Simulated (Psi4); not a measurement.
**One shape, several levels: SiPH3Cl (SMILES [PH][SiH2]Cl)**

Aim: a comparison of 4 runs (UHF/STO-3G, UB3LYP/6-31G*, UPBE0-1/3/jun-cc-pVTZ) of SiPH3Cl. 

The calculation is run with Psi4 1.11.

2 further runs of the same task are left out: 2 that didn't finish.

## (1) The structure to begin with

SiPH3Cl has 6 atoms, charge 0, and is taken as a doublet. SMILES: `[PH][SiH2]Cl`. The shape is that of a GFN2-xTB optimisation. This is one conformer, not always the lowest.

Bond lengths: P1–Si2 2.228 Å, Si2–Cl3 2.029 Å, P1–H4 1.392 Å, Si2–H5 1.463 Å, Si2–H6 1.459 Å. Angles: P1–Si2–Cl3 110.6°, P1–Si2–H5 112.8°, P1–Si2–H6 108.5°, Cl3–Si2–H5 106.4°, Cl3–Si2–H6 107.9°, Si2–P1–H4 94.2°, H5–Si2–H6 110.6°.

## (2) A single-point energy at UHF/STO-3G (run 1)

calc.dat

```
memory 1.6 GB

molecule system {
  0 2
  P     -1.339730    -1.164950    -0.165130
  Si     0.470670     0.053950     0.283950
  Cl    -0.004750     2.023370     0.399910
  H     -1.621900    -0.494180    -1.352200
  H      1.500480    -0.061210    -0.748210
  H      0.995240    -0.356970     1.581680
  symmetry c1
}

set globals {
  reference uhf
  puream true
  e_convergence 1e-09
  d_convergence 1e-08
  scf_type pk
  maxiter 200
}

E, wfn = energy('hf/STO-3G', return_wfn=True)
```

On the command line:

```sh
psi4 -i calc.dat -o calc.out -n 1
```

calc.out:

```text
[...]
  Running in c1 symmetry.
[...]
  Nuclear repulsion =  183.698200664115490
[...]
  Multiplicity = 2
[...]
  Nalpha       = 25
  Nbeta        = 24
[...]
    Number of basis functions: 30
[...]
   @UHF iter   1: -1078.83817162925129   -1.94932e+00   6.72486e-03 ADIIS/DIIS
[...]
   @UHF iter  13: -1078.88297285468866   -1.81899e-12   6.61917e-09 DIIS
[...]
   @S^2 Observed:                7.580357585E-01
[...]
  @UHF Final Energy: -1078.88297285468866
   => Energetics <=
    Nuclear Repulsion Energy =            183.6982006641154896
    One-Electron Energy =               -1865.9791020821135135
    Two-Electron Energy =                 603.3979285633092786
    Total Energy =                      -1078.8829728546886599
  UHF NO Occupations:
  HONO-2 :   23  A 1.9983613
  HONO-1 :   24  A 1.9976945
[...]
 Multipole Moments:
 ------------------------------------------------------------------------------------
     Multipole            Electronic (a.u.)      Nuclear  (a.u.)        Total (a.u.)
 ------------------------------------------------------------------------------------
 L = 1.  Multiply by 2.5417464519 to convert [e a0] to [Debye]
 Dipole X            :         -2.1980100            2.3509159            0.1529059
 Dipole Y            :          0.9595434           -1.9978231           -1.0382797
 Dipole Z            :          0.6212826           -0.8620916           -0.2408090
 Magnitude           :                                                    1.0767516
[...]
```

Wall time 1.6 s (1 thread of Intel Xeon Platinum 8488C (Sapphire Rapids), shared host); peak memory 0.19 GiB.

## (3) Energy and forces at UB3LYP/6-31G(d) (spherical functions) (run 2)

clh3psi.json

```json
{
 "schema_name": "qcschema_input",
 "schema_version": 1,
 "molecule": {
  "schema_name": "qcschema_molecule",
  "schema_version": 2,
  "symbols": ["P", "Si", "Cl", "H", "H", "H"],
  "geometry": [-2.53172278, -2.20143645, -0.31205047, 0.8894374, 0.10195072, 0.53658773, -0.0089762, 3.82361515, 0.75572037, -3.0649468, -0.93386486, -2.55528767, 2.83549626, -0.11567014, -1.41391198, 1.88073103, -0.67457553, 2.98894202],
  "molecular_charge": 0,
  "molecular_multiplicity": 2,
  "fix_symmetry": "c1"
 },
 "driver": "gradient",
 "model": {
  "method": "b3lyp",
  "basis": "6-31G*"
 },
 "keywords": {
  "reference": "uks",
  "puream": true,
  "e_convergence": 1e-09,
  "d_convergence": 1e-08,
  "scf_type": "pk",
  "dft_radial_points": 99,
  "dft_spherical_points": 590,
  "maxiter": 200,
  "scf_properties": ["DIPOLE", "WIBERG_LOWDIN_INDICES", "MULLIKEN_CHARGES"]
 }
}
```

On the command line:

```sh
psi4 --qcschema clh3psi.json -n 1 --memory 1600MB
```

stdout:

```text
[...]
  Running in c1 symmetry.
[...]
  Nuclear repulsion =  183.698200623288983
[...]
  Multiplicity = 2
[...]
  Nalpha       = 25
  Nbeta        = 24
[...]
    Number of basis functions: 60
[...]
   @UKS iter   1: -1092.80077159981306   -2.09814e-01   4.13274e-03 DIIS/ADIIS
[...]
   @UKS iter  13: -1092.84885501838403   -3.18323e-12   4.10734e-09 DIIS
[...]
   @S^2 Observed:                7.532999452E-01
[...]
  @UKS Final Energy: -1092.84885501838403
   => Energetics <=
    Nuclear Repulsion Energy =            183.6982006232889830
    One-Electron Energy =               -1876.4313221007287211
    Two-Electron Energy =                 659.2027635798375513
    DFT Exchange-Correlation Energy =     -59.3184971207818492
    Empirical Dispersion Energy =           0.0000000000000000
    VV10 Nonlocal Energy =                  0.0000000000000000
    Total Energy =                      -1092.8488550183840289
[...]
  -Total Gradient:
     Atom            X                  Y                   Z
    ------   -----------------  -----------------  -----------------
       1        0.004648551310     0.015214853669    -0.011888072849
       2       -0.001455321919     0.010126725905     0.001955617311
       3        0.005096954016    -0.022853687232    -0.001990216697
       4        0.002562631202    -0.008428102146     0.013810770450
       5       -0.006573656339     0.002786719616     0.005870100707
       6       -0.004277071998     0.003151921162    -0.007758665109
[...]
```

The result, in JSON:

```text
{
 "driver": "gradient",
 "model": {
  "method": "b3lyp",
  "basis": "6-31G*"
 },
 "success": true,
 "return_result": [0.0046485513096199416, 0.015214853669047346, -0.01188807284929616, -0.0014553219187884259, 0.010126725904931501, 0.0019556173110043523, 0.005096954016456573, -0.022853687232322978, -0.00199021669718096, 0.002562631201997484, -0.008428102146101762, 0.013810770449738316, -0.0065736563392289615, 0.002786719615914272, 0.005870100707271328, -0.004277071997661523, 0.0031519211617118056, -0.007758665109382418],
 "properties": {
  "calcinfo_nbasis": 60,
  "calcinfo_nmo": 60,
  "calcinfo_nalpha": 25,
  "calcinfo_nbeta": 24,
  "calcinfo_natom": 6,
  "nuclear_repulsion_energy": 183.69820062328898,
  "return_energy": -1092.848855018384,
  "return_gradient": [0.0046485513096199416, 0.015214853669047346, -0.01188807284929616, -0.0014553219187884259, 0.010126725904931501, 0.0019556173110043523, 0.005096954016456573, -0.022853687232322978, -0.00199021669718096, 0.002562631201997484, -0.008428102146101762, 0.013810770449738316, -0.0065736563392289615, 0.002786719615914272, 0.005870100707271328, -0.004277071997661523, 0.0031519211617118056, -0.007758665109382418],
  "scf_one_electron_energy": -1876.4313221007287,
  "scf_two_electron_energy": 659.2027635798376,
  "scf_xc_energy": -59.31849712078185,
  "scf_dipole_moment": [0.21932937739188585, -0.3562679377382221, -0.2313423866188541],
  "scf_total_energy": -1092.848855018384,
  "scf_total_gradient": [0.0046485513096199416, 0.015214853669047346, -0.01188807284929616, -0.0014553219187884259, 0.010126725904931501, 0.0019556173110043523, 0.005096954016456573, -0.022853687232322978, -0.00199021669718096, 0.002562631201997484, -0.008428102146101762, 0.013810770449738316, -0.0065736563392289615, 0.002786719615914272, 0.005870100707271328, -0.004277071997661523, 0.0031519211617118056, -0.007758665109382418],
  "scf_iterations": 13
 }
}
```

Run time: 17 s. Hardware: 1 thread of Intel Xeon Platinum 8488C (Sapphire Rapids), shared host; peak memory 0.72 GiB.

## (4) The energy at UB3LYP/6-31G(d) (Cartesian functions) (run 3)

job.json

```json
{
  "schema_name": "qcschema_input",
  "schema_version": 1,
  "molecule": {
    "schema_name": "qcschema_molecule",
    "schema_version": 2,
    "symbols": ["P", "Si", "Cl", "H", "H", "H"],
    "geometry": [-2.53172278, -2.20143645, -0.31205047, 0.8894374, 0.10195072, 0.53658773, -0.0089762, 3.82361515, 0.75572037, -3.0649468, -0.93386486, -2.55528767, 2.83549626, -0.11567014, -1.41391198, 1.88073103, -0.67457553, 2.98894202],
    "molecular_charge": 0,
    "molecular_multiplicity": 2,
    "fix_symmetry": "c1"
  },
  "driver": "energy",
  "model": {
    "method": "b3lyp",
    "basis": "6-31G*"
  },
  "keywords": {
    "reference": "uks",
    "puream": false,
    "e_convergence": 1e-09,
    "d_convergence": 1e-08,
    "scf_type": "pk",
    "dft_radial_points": 99,
    "dft_spherical_points": 590,
    "maxiter": 200,
    "scf_properties": ["MULLIKEN_CHARGES", "LOWDIN_CHARGES", "MAYER_INDICES"]
  }
}
```

On the command line:

```sh
psi4 --qcschema job.json -n 1 --memory 1600MB
```

stdout:

```text
[...]
  Running in c1 symmetry.
[...]
  Nuclear repulsion =  183.698200623288983
[...]
  Multiplicity = 2
[...]
  Nalpha       = 25
  Nbeta        = 24
[...]
    Number of basis functions: 63
[...]
   @UKS iter   1: -1092.80622904510801   -2.10885e-01   4.25923e-03 ADIIS/DIIS
[...]
   @UKS iter  13: -1092.85635282065527   -4.09273e-12   4.28224e-09 DIIS
[...]
   @S^2 Observed:                7.532958887E-01
[...]
  @UKS Final Energy: -1092.85635282065527
   => Energetics <=
    Nuclear Repulsion Energy =            183.6982006232889830
    One-Electron Energy =               -1876.2616141732721644
    Two-Electron Energy =                 658.9889037044086990
    DFT Exchange-Correlation Energy =     -59.2818429750808207
    Empirical Dispersion Energy =           0.0000000000000000
    VV10 Nonlocal Energy =                  0.0000000000000000
    Total Energy =                      -1092.8563528206552746
[...]
 Multipole Moments:
 ------------------------------------------------------------------------------------
     Multipole            Electronic (a.u.)      Nuclear  (a.u.)        Total (a.u.)
 ------------------------------------------------------------------------------------
 L = 1.  Multiply by 2.5417464519 to convert [e a0] to [Debye]
 Dipole X            :         -2.1322023            2.3509159            0.2187136
 Dipole Y            :          1.6417927           -1.9978231           -0.3560304
 Dipole Z            :          0.6305519           -0.8620916           -0.2315397
 Magnitude           :                                                    0.4777069
[...]
```

The result, in JSON:

```text
{
 "driver": "energy",
 "model": {
  "method": "b3lyp",
  "basis": "6-31G*"
 },
 "success": true,
 "return_result": -1092.8563528206553,
 "properties": {
  "calcinfo_nbasis": 63,
  "calcinfo_nmo": 63,
  "calcinfo_nalpha": 25,
  "calcinfo_nbeta": 24,
  "calcinfo_natom": 6,
  "nuclear_repulsion_energy": 183.69820062328898,
  "return_energy": -1092.8563528206553,
  "scf_one_electron_energy": -1876.2616141732722,
  "scf_two_electron_energy": 658.9889037044087,
  "scf_xc_energy": -59.28184297508082,
  "scf_dipole_moment": [0.21871356293779698, -0.3560303659899273, -0.23153967138310738],
  "scf_total_energy": -1092.8563528206553,
  "scf_iterations": 13
 }
}
```

Run time: 14 s. Hardware: 1 thread of Intel Xeon Platinum 8488C (Sapphire Rapids), shared host; peak memory 0.75 GiB.

## (5) Energy and gradient at UPBE0-1/3/jun-cc-pVTZ (density fitting) (run 4)

clh3psi.xyz

```xyz
6
ClH3PSi
P     -1.339730    -1.164950    -0.165130
Si     0.470670     0.053950     0.283950
Cl    -0.004750     2.023370     0.399910
H     -1.621900    -0.494180    -1.352200
H      1.500480    -0.061210    -0.748210
H      0.995240    -0.356970     1.581680
```

run_ase.py

```python
import numpy as np
from ase.calculators.psi4 import Psi4
from ase.io import read

atoms = read('clh3psi.xyz')
calc = Psi4(atoms=atoms, method='pbe0-13', basis='jun-cc-pVTZ', memory='1600MB', num_threads=1, charge=0, multiplicity=2, label='clh3psi', reference='uks')
calc.psi4.set_options({'level_shift': 0.1, 'maxiter': 80})
atoms.calc = calc

forces = atoms.get_forces()
print(f'energy: {atoms.get_potential_energy():.6f} eV')
print('forces / eV A^-1')
print(np.round(forces, 5))
```

On the command line:

```sh
python run_ase.py
```

clh3psi.dat:

```text
[...]
  Running in c1 symmetry.
[...]
  Nuclear repulsion =  183.698200664115490
[...]
  Multiplicity = 2
[...]
  Nalpha       = 25
  Nbeta        = 24
[...]
    Number of basis functions: 171
[...]
   @DF-UKS iter   1: -1092.48399492735621   -2.74657e-01   2.14164e-03 DIIS/ADIIS
[...]
   @DF-UKS iter  14: -1092.54056149776306   -8.64020e-12   3.86655e-09 DIIS
[...]
   @S^2 Observed:                7.570968423E-01
[...]
  @DF-UKS Final Energy: -1092.54056149776306
   => Energetics <=
    Nuclear Repulsion Energy =            183.6982006641154896
    One-Electron Energy =               -1876.4633829894594328
    Two-Electron Energy =                 649.5363041319128570
    DFT Exchange-Correlation Energy =     -49.3116833043321776
    Empirical Dispersion Energy =           0.0000000000000000
    VV10 Nonlocal Energy =                  0.0000000000000000
    Total Energy =                      -1092.5405614977630648
[...]
  -Total Gradient:
     Atom            X                  Y                   Z
    ------   -----------------  -----------------  -----------------
       1        0.001970260297     0.011064781652    -0.010936591267
       2        0.002219140739     0.005670515113     0.003126389802
       3        0.003774715301    -0.014261606051    -0.001416861067
       4        0.001199768452    -0.007634739910     0.011261006527
       5       -0.005612596749     0.002490098128     0.005473960499
       6       -0.003630557383     0.002690718655    -0.007469241058
[...]
```

On the terminal:

```text
energy: -29729.542966 eV
forces / eV A^-1
[[-0.10131 -0.56897  0.56238]
 [-0.11411 -0.29159 -0.16077]
 [-0.1941   0.73336  0.07286]
 [-0.06169  0.39259 -0.57906]
 [ 0.28861 -0.12805 -0.28148]
 [ 0.18669 -0.13836  0.38408]]
```

Run time: 26 s. Hardware: 1 thread of Intel Xeon Platinum 8488C (Sapphire Rapids), shared host; peak memory 1 GiB.

## (6) Overview of the runs

```
run                                    level      task         integration grid   energy (Eh)  dipole moment (D)  HOMO energy (eV)  LUMO energy (eV)  wall time
  1                               UHF/STO-3G    energy                        –  -1078.882973               2.74             -7.48              5.67      1.6 s
  2      UB3LYP/6-31G* (spherical functions)  gradient  99 radial × 590 angular  -1092.848855               1.22             -7.13             -3.99       17 s
  3      UB3LYP/6-31G* (Cartesian functions)    energy  99 radial × 590 angular  -1092.856353               1.21             -7.13             -3.99       14 s
  4  UPBE0-1/3/jun-cc-pVTZ (density fitting)  gradient  75 radial × 302 angular  -1092.540561               0.98             -7.96             -3.38       26 s
```

## (7) Summary of results

| quantity | value |
| --- | --- |
| run 4: total energy | -1092.54056 Eh |
| run 4: dipole moment | 0.98 D |
| run 4: HOMO energy (highest over α and β) | -7.96 eV |
| run 4: LUMO energy (lowest over α and β) | -3.38 eV |
| run 4: ⟨S²⟩ | 0.757 |
| run 4: largest force on an atom | 0.806 eV/Å |

What this shows: The dipole moment (its size) runs from 0.98 D (UPBE0-1/3/jun-cc-pVTZ) to 2.74 D (UHF/STO-3G). The two ends differ in method and basis. Totals of different functionals can't be ranked against each other. In run 1 the basis is minimal, so the values are rough. All runs together took 58 s, the longest 26 s.
